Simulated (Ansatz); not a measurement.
A series at Al: from `[AlH3]`, ligands are replaced one by one, each step taking up H–F and setting free H₂; n counts the steps. Ansatz, PBE0-D4/def2-TZVP geometries.

```
n           molecule  HOMO energy, ωB97M-V/def2-TZVPP (eV)
0           `[AlH3]`                                     ?
1        `[F][AlH2]`                                -11.01
2      `[F][AlH][F]`                                -12.42
3  `[F][Al]([F])[F]`                                -14.26
```

By hand: fit a straight line y = ȳ + b (n − n̄) to the 3 given rows and predict n = 0.

n̄ = 2.000, ȳ = -12.563; Σ(n − n̄)(y − ȳ) = -3.250, Σ(n − n̄)² = 2.000, so b = -1.625 eV a step. Prediction: -12.563 + (-1.625) × (-2.000) = -9.31 eV.

By hand: compare with the computed value, -10.81 eV, and give the steps along the whole series.

The line misses by -1.50 eV (computed minus predicted). Steps: -0.20, -1.41, -1.84 eV.

The steps grow at each stage, from -0.20 to -1.84 eV, so the series is curved and an end member is harder to predict than an inner one. The highest orbital can change its character along such a series. The miss is 43.5 % of the series' range.
